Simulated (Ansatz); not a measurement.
A made-up structure of C$_{2}$H$_{3}$S (charge -1), singlet:

```xyz
6
angstrom
C -1.2289 -0.3818 -0.0359
C 0.1214 0.1181 -0.4134
S 1.6463 0.3435 0.9197
H -1.9360 -0.4088 -1.0561
H 0.5599 0.4684 -1.5115
H 0.8373 -0.1394 2.0973
```

It is relaxed with PBE-D4/def2-SVPD and then PBE0-D4/def2-TZVPD (Ansatz 0.2.0). Atoms count as bonded within 1.22 times the sum of their covalent radii (H–H: 0.88 Å). The end point is not checked to be a true minimum.

Does its bonding change? (A judgement: the text doesn't fix the answer.)

By the calculation: No: no bond forms or breaks.

Where it ends: The first stage lowers the energy by 1.22 eV in 6 steps. It ends as C₂H₃S ([CH][CH][SH]), total charge -1:
```
atom    x (Å)    y (Å)    z (Å)
  C1  -1.0972  -0.3408  -0.0318
  C2   0.1084   0.1055  -0.3692
  S3   1.4700   0.3066   0.8209
  H4  -1.7287  -0.3650  -0.9426
  H5   0.4998   0.4182  -1.3497
  H6   0.7477  -0.1244   1.8724
```

Labels in which every atom is bracketed show which atoms are joined, not bond orders.

For scale, one of the runs: PBE0-D4/def2-TZVPD relaxation, 147 basis functions, launched by `ansatz run in.yaml --threads 2 --pin off --events-out ev --progress --plain --max-ram 4352MiB`. The run took about 22 s on 2 CPU threads of an Arm Neoverse V1 (shared host).
